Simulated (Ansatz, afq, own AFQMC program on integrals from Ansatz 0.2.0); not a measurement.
Integrals from Ansatz 0.2.0, then the random walk in our own AFQMC program (afq).

```yaml
crystal:
  periodic: [false, false, false]
  atoms:
    - {symbol: Co, position_ang: [0.000000, 0.000000, 0.000000]}
basis:
  gaussian: {orbitals: def2-SVP}
magnetization: {spin_polarized: true, initial_magnetization: 5}
correlation: {method: ccsd_t, electrons: outside_noble_gas, hamiltonian_folder: ham}
```

```sh
$ ansatz run in.yaml --threads 1 --pin off --events-out ev --progress --plain --max-ram 1382MiB
```

Options of the walk:

```
--method phaseless --trial hf --walkers 220 --populations 1 --least-time 40 --time-step 0.005 --steps-per-block 20 --equilibration-blocks 160 --max-blocks 600 --target-error 0.00108 --factor-cut 1e-05 --start spin_pure --seed 3027 --taylor-order 6
```

Times are imaginary, in 1/Eh. The walk had a cap of 522 s.

Output of the walk:

```
orbitals 22  electrons 7 2  factors 180 of 237
reference energy -1381.10289962 Eh
CCSD correlation -0.12412714 Eh in 20 cycles, weight of the determinant in the CISD state 0.9648
energy of the start -1381.102906 Eh
 block  time / (1/Eh)  mean weight  energy / Eh
     1     0.100  1.0009  -1381.159135
     2     0.200  1.0015  -1381.182257
     3     0.300  1.0013  -1381.214032
     4     0.400  1.0018  -1381.217043
     5     0.500  1.0008  -1381.206188
     9     0.900  1.0005  -1381.218477
    43     4.300  1.0010  -1381.233597
    99     9.900  1.0014  -1381.227288
   155    15.500  1.0022  -1381.221616
   211    21.100  0.9994  -1381.238495
   253    25.300  1.0011  -1381.208223
   267    26.700  0.9968  -1381.232250
   323    32.300  1.0014  -1381.223944
   379    37.900  0.9990  -1381.227479
   435    43.500  0.9984  -1381.218240
   477    47.700  1.0001  -1381.252399
   491    49.100  0.9979  -1381.217234
   547    54.700  1.0004  -1381.219522
blocks merged  error / Eh  count
     1  0.000426  400
     2  0.000542  200
     4  0.000654  100
     8  0.000791  50
    16  0.000870  25
    32  0.000874  12
energy -1381.229403 +/- 0.000870 Eh
(rows thinned)
```

The run passed its tests (sampling time, drift between the halves within three errors, error under three times the target), which doesn't prove that it has relaxed.

Against this walk (error 23.7 meV) on the same determinant: CCSD(T) 16.9 meV lower (within the noise), CCSDT(Q) 50.4 meV lower, a separate phaseless walk with a CISD trial and standard settings 22.4 ± 24.3 meV lower (within the noise). The error is statistical and leaves out the bias of the constraint. None of these is a sure reference here.

Cautions: constraint bias not in the error; no relativity below Rb; outer-core shells of the metal frozen; another spin lies lower.

The walk took 2.7 min on 1 thread of Arm Neoverse V1 (shared host). The log's last line is the phaseless energy.

CCSDT and higher add their correlation energy to the determinant of the CCSD(T) run, since their own runs factorise the integrals more tightly (a shift of under 2 meV).
